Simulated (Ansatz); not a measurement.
Below is the output of a Python script on Ansatz 0.2.0 through its Python package that makes a single point in a Gaussian basis of B2ClH3, SMILES BBCl. Write a script that gives it. Use: PBE0, 6-31G* basis, multiplicity 1.

The script reads `b2clh3.xyz`:
```text
6

B    -0.26010   -0.00280   -0.82620
B     0.40930   -0.08030    0.64720
Cl   -0.62520    0.11620    2.16680
H     0.41160   -0.07050   -1.82250
H    -1.46630    0.24340   -0.93580
H     1.57270   -0.27010    0.72440
```

```console
$ python energy_b2clh3.py
converged              True
free_energy_ev         -13916.27402784149
reference_energy_ev    -13916.27402784149
n_frozen               0
n_occupied             [15, 15]
n_virtual              [40, 40]
<S^2> = 0.0  all-electron relativity setting: none
passes: {'evaluations': 12, 'products': 10}
occupied orbitals by irrep: [{'A': 15}, {'A': 15}]
HOMO -8.216 eV, LUMO -3.689 eV, gap 4.526 eV
```

One script that gives this output:

Script `energy_b2clh3.py`:
```python
"""Electronic structure of the B2ClH3 molecule."""

from pathlib import Path

import ansatz as az

geometry = az.Crystal.molecule_from_extxyz("b2clh3.xyz")

setup = geometry.calculation().basis(gaussian="6-31G*").functional("pbe0").orbitals()
out = setup.run(threads=1, backend="cpu", runs_dir="runs")
data = out.report

for key in ("converged", "free_energy_ev", "reference_energy_ev", "n_frozen", "n_occupied", "n_virtual"):
    print(f"{key:22s} {data[key]}")

field = data["mean_field"]
print("<S^2> =", round(abs(field["state"]["spin_squared"]), 4), " all-electron relativity setting:", field["relativity"])
print("passes:", field["passes"])
if "symmetry" in field:
    print("occupied orbitals by irrep:", field["symmetry"]["occupied"])

lines = Path(data["orbitals_path"]).read_text().splitlines()
field_of = lambda key: [line.split("=")[1].strip() for line in lines if line.startswith(key)]
orbitals = [(27.211386 * float(e), s, float(n)) for e, s, n in zip(field_of("Ene="), field_of("Spin="), field_of("Occup="))]
homo = max(e for e, _, n in orbitals if n > 0.5)
lumo = min(e for e, _, n in orbitals if n < 0.5)
print(f"HOMO {homo:.3f} eV, LUMO {lumo:.3f} eV, gap {lumo - homo:.3f} eV")
```

Reading the output:
- The settings weren't tested for convergence.
- The geometry is a force-field or estimated start, not a minimum of this method, and the basis set is short of its limit.
- Levels such as HOMO and LUMO are orbital energies: with these approximate functionals they aren't the ionisation energy and electron affinity, and their gap isn't the fundamental gap.
- Run time: 1.3 s on 1 thread of Arm Neoverse V1, on a shared host, peak memory 0.15 GiB.
